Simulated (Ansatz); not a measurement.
Ca: which structure is lowest?

Theory: DFT, r2SCAN, plane waves (500 eV) with PAW, scalar-relativistic (Ansatz). The PAW files were generated under PBE, with cores re-solved for the functional.

Each structure is relaxed within its own symmetry, so a high-lying one may be dynamically unstable.

| structure | ΔE (meV/atom) | V (Å³/atom) | cell | magnetic state |
| --- | --- | --- | --- | --- |
| fcc | 0 | 43.13 | a = 5.567 Å | spin not included |
| dhcp | 7 | 43.31 | a = 3.936 Å, c = 12.912 Å (c/a = 3.280) | spin not included |
| hcp | 8 | 43.44 | a = 3.936 Å, c = 6.474 Å (c/a = 1.645) | spin not included |
| bcc | 15 | 43.24 | a = 4.422 Å | spin not included |
| A15 | 48 | 43.51 | a = 7.034 Å | spin not included |
| omega (AlB2-type) | 52 | 43.60 | a = 6.334 Å, c = 3.764 Å (c/a = 0.594) | spin not included |
| simple cubic | 402 | 43.12 | a = 3.507 Å | spin not included |
| diamond | 1139 | 81.14 | a = 8.658 Å | spin not included |

ΔE counts from fcc.

Differences under about 8 meV lie within the error of the k-point mesh.
